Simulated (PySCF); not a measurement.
CH4NSi (doublet state).
Numbering: `[CH2:1]=[N:2][SiH2:3]` (hydrogens: H4, H5 on C1; H6, H7 on Si3)

Structure used (GFN2-xTB), in Å, numbered top down from 1:
```xyz
7
CH4NSi angstrom
C     -1.3858   -0.3425    0.0697
N     -0.2056   -0.0153   -0.3602
Si     1.3118    0.3229    0.1667
H     -2.1667   -0.4805   -0.6632
H     -1.6451   -0.4822    1.1124
H      2.1818    0.6299   -0.9466
H      1.9129    0.3726    1.4937
```

Computed with UKS B3LYP, pcH-1 on C H N Si, non-relativistic, mean-field spin-orbit, GIAO in PySCF. Geometry: GFN2-xTB, one conformer, isolated molecule. A GFN2-xTB geometry isn't a minimum of the functional, and hyperfine couplings can be far from their values at a DFT geometry, by a factor of two or more for some ions and for spin on atoms past the first row.

Task: Match the computed a_iso(1H) values -46.7, -36.6, -33.1, -30.6 MHz with the sites H4; H5; H6; H7.

Result: 
```
site  a_iso (MHz)  ρ(0) (bohr⁻³)                                          position  distance from Si3 (Å)  bound to  spin population there  largest |T| (MHz)
  H4        -33.1        -0.0074  3 bonds from Si3, on C1 of spin population +0.47                   3.67        C1                  +0.47               18.5
  H5        -30.6        -0.0068  3 bonds from Si3, on C1 of spin population +0.47                   3.21        C1                  +0.47               17.0
  H6        -46.7        -0.0105                                   1 bond from Si3                   1.45       Si3                  +0.82               10.6
  H7        -36.6        -0.0082                                   1 bond from Si3                   1.46       Si3                  +0.82                9.9
```

ρ(0) is the spin density at the nucleus and T the dipolar tensor; a_iso includes a spin–orbit part. The Mulliken spin populations are largest on Si3 (+0.82), C1 (+0.47) and N2 (-0.17). The positive populations add up to 1.29 and the negative ones to -0.29, together 2S = 1. The angles at Si3 add up to 360.0°, so it is planar; its axial dipolar tensor and the negative couplings of its protons fit spin in a p orbital normal to that plane.

H6 and H7 aren't averaged: Si3 is flat or nearly so (angle sum 360°), and its turn about the short Si3–N2 bond (1.64 Å) is taken as slow.
